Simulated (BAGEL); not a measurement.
# H2S3: HF/6-311+G(d,p) (density fitting with qzvpp-jkfit)

What is the vertical ionisation energy of H2S3 at HF/6-311+G** (density fitting with qzvpp-jkfit)? 

The results are computed with BAGEL 1.2.2.

## (1) The system as given

H2S3: 5 atoms, total charge 0, spin state singlet. Geometry: relaxed at GFN2-xTB.

Bond lengths: S1–S2 2.051 Å, S2–S3 2.051 Å, S1–H4 1.338 Å, S3–H5 1.339 Å. Angles: S1–S2–S3 108.2°, S2–S1–H4 98.2°, S2–S3–H5 98.2°.

## (2) A single-point energy at HF/6-311+G(d,p) (density fitting with qzvpp-jkfit)

calc.json

```json
{ "bagel": [

{
  "title": "molecule",
  "basis": "6-311+gss.json",
  "df_basis": "qzvpp-jkfit",
  "angstrom": true,
  "geometry": [
    { "atom": "S", "xyz": [    0.623850,    0.138460,    1.545950 ] },
    { "atom": "S", "xyz": [    0.177730,    0.953140,   -0.282180 ] },
    { "atom": "S", "xyz": [   -0.690650,   -0.503070,   -1.435750 ] },
    { "atom": "H", "xyz": [    1.854960,   -0.303010,    1.262950 ] },
    { "atom": "H", "xyz": [   -1.965890,   -0.285520,   -1.090980 ] }
  ]
},
{ "title": "hf" },
{ "title": "print", "file": "orbitals.molden", "orbitals": true }

]}
```

The basis set 6-311+G** is read from a file made from the Basis Set Exchange's data (not shown).

Started as:

```bash
$ BAGEL_NUM_THREADS=1 BAGEL calc.json > calc.out
```

The log of the run:

```text
* using 1 threads per process

  ===============================================================
  ===============================================================

  *** Geometry ***

  { "atom" : "S", "xyz" : [      1.178906,      0.261651,      2.921422 ] },
  { "atom" : "S", "xyz" : [      0.335861,      1.801174,     -0.533243 ] },
  { "atom" : "S", "xyz" : [     -1.305139,     -0.950665,     -2.713174 ] },
  { "atom" : "H", "xyz" : [      3.505366,     -0.572606,      2.386630 ] },
  { "atom" : "H", "xyz" : [     -3.714994,     -0.539555,     -2.061653 ] },

  Number of auxiliary basis functions:      420

  Since a DF basis is specified, we compute 2- and 3-index integrals:
    o Being stored without compression. Storage requirement is 0.035 GB

  Number of basis functions:      102
  Number of electrons      :       50

    * METHOD: MOLECULE                             0.47

  *** RHF ***

  === Nuclear Repulsion ===
   196.7418455583

      * DIIS with orbital gradients will be used.

  === RHF iteration (6-311+gss.json) ===
      0      -1193.71516441          0.00740699           0.16
      1      -1193.76032654          0.00234913           0.14
      2      -1193.76525087          0.00079465           0.20
      3      -1193.76603596          0.00020875           0.14
      4      -1193.76610127          0.00007369           0.16
      5      -1193.76611230          0.00002387           0.19
      6      -1193.76611369          0.00000750           0.16
      7      -1193.76611382          0.00000233           0.16
      8      -1193.76611383          0.00000062           0.17
      9      -1193.76611383          0.00000021           0.15
     10      -1193.76611383          0.00000007           0.15
     11      -1193.76611383          0.00000002           0.16
     12      -1193.76611383          0.00000001           0.16
    * SCF iteration converged.

    * Permanent dipole moment:
           (    0.043302,     0.228336,    -0.066824) a.u.

    * METHOD: HF                                   2.47

    * METHOD: PRINT                                0.02

  ===============================================================
```

Run time: 3.6 s. Hardware: 1 thread of Intel Xeon at 2.50GHz (Skylake/Cascade Lake), shared host.

## (3) The doublet cation, same level

hf.json

```json
{ "bagel": [

{
  "title": "molecule",
  "basis": "6-311+gss.json",
  "df_basis": "qzvpp-jkfit",
  "angstrom": "true",
  "geometry": [
    { "atom": "S", "xyz": [    0.623850,    0.138460,    1.545950 ] },
    { "atom": "S", "xyz": [    0.177730,    0.953140,   -0.282180 ] },
    { "atom": "S", "xyz": [   -0.690650,   -0.503070,   -1.435750 ] },
    { "atom": "H", "xyz": [    1.854960,   -0.303010,    1.262950 ] },
    { "atom": "H", "xyz": [   -1.965890,   -0.285520,   -1.090980 ] }
  ]
},
{ "title": "uhf", "charge": 1, "nopen": 1 },
{ "title": "print", "file": "orbitals.molden", "orbitals": "true" }

]}
```

The basis set 6-311+G** is read from a file made from the Basis Set Exchange's data (not shown).

Started as:

```bash
$ BAGEL_NUM_THREADS=1 BAGEL hf.json > hf.out
```

The log of the run:

```text
* using 1 threads per process

  ===============================================================
  ===============================================================

  *** Geometry ***

  { "atom" : "S", "xyz" : [      1.178906,      0.261651,      2.921422 ] },
  { "atom" : "S", "xyz" : [      0.335861,      1.801174,     -0.533243 ] },
  { "atom" : "S", "xyz" : [     -1.305139,     -0.950665,     -2.713174 ] },
  { "atom" : "H", "xyz" : [      3.505366,     -0.572606,      2.386630 ] },
  { "atom" : "H", "xyz" : [     -3.714994,     -0.539555,     -2.061653 ] },

  Number of auxiliary basis functions:      420

  Since a DF basis is specified, we compute 2- and 3-index integrals:
    o Being stored without compression. Storage requirement is 0.035 GB

  Number of basis functions:      102
  Number of electrons      :       50

    * METHOD: MOLECULE                             0.67

  *** Open-shell HF ***

  === Nuclear Repulsion ===
   196.7418455583

      * DIIS with orbital gradients will be used.

  === UHF iteration (6-311+gss.json) ===
      0      -1193.33258091          0.02006604           0.38
      1      -1193.40655633          0.00881453           0.30
      2      -1193.42302449          0.00513954           0.29
      3      -1193.42874118          0.00160337           0.31
      4      -1193.43144550          0.00057033           0.33
      5      -1193.43202313          0.00031849           0.34
      6      -1193.43230105          0.00017043           0.31
      7      -1193.43241116          0.00009793           0.38
      8      -1193.43246452          0.00002391           0.38
      9      -1193.43246922          0.00000810           0.31
     10      -1193.43247007          0.00000504           0.31
     11      -1193.43247052          0.00000277           0.30
     12      -1193.43247074          0.00000199           0.30
     13      -1193.43247090          0.00000120           0.30
     14      -1193.43247093          0.00000072           0.31
     15      -1193.43247094          0.00000044           0.36
     16      -1193.43247094          0.00000027           0.42
     17      -1193.43247094          0.00000022           0.36
     18      -1193.43247094          0.00000016           0.36
     19      -1193.43247094          0.00000012           0.33
     20      -1193.43247094          0.00000006           0.32
     21      -1193.43247094          0.00000003           0.36
     22      -1193.43247094          0.00000002           0.33
     23      -1193.43247094          0.00000001           0.32
     24      -1193.43247094          0.00000001           0.29
    * SCF iteration converged.

    * S^2 (UHF) is 0.7643

    * Permanent dipole moment:
           (   -0.031069,    -0.169791,     0.051933) a.u.

    * METHOD: UHF                                  8.75

    * METHOD: PRINT                                0.02

  ===============================================================
```

Wall time 10 s (1 thread of Intel Xeon at 2.50GHz (Skylake/Cascade Lake), shared host).

## (4) Outcome

At HF/6-311+G** (density fitting with qzvpp-jkfit):

| quantity | value |
| --- | --- |
| singlet H2S3: total energy | -1193.76611 Eh |
| singlet H2S3: dipole moment | 0.61 D |
| singlet H2S3: HOMO energy | -10.40 eV |
| singlet H2S3: LUMO energy | 1.59 eV |
| singlet H2S3: HOMO–LUMO gap | 11.99 eV |
| doublet cation: total energy | -1193.43247 Eh |
| doublet cation: ⟨S²⟩ | 0.764 |
| vertical ionisation energy (to the doublet cation) | 9.079 eV |

**Reading.** Removing an electron at fixed nuclei costs 9.08 eV (876 kJ/mol). −ε(HOMO) before ionisation, 10.40 eV, is 1.32 eV above this ionisation energy.
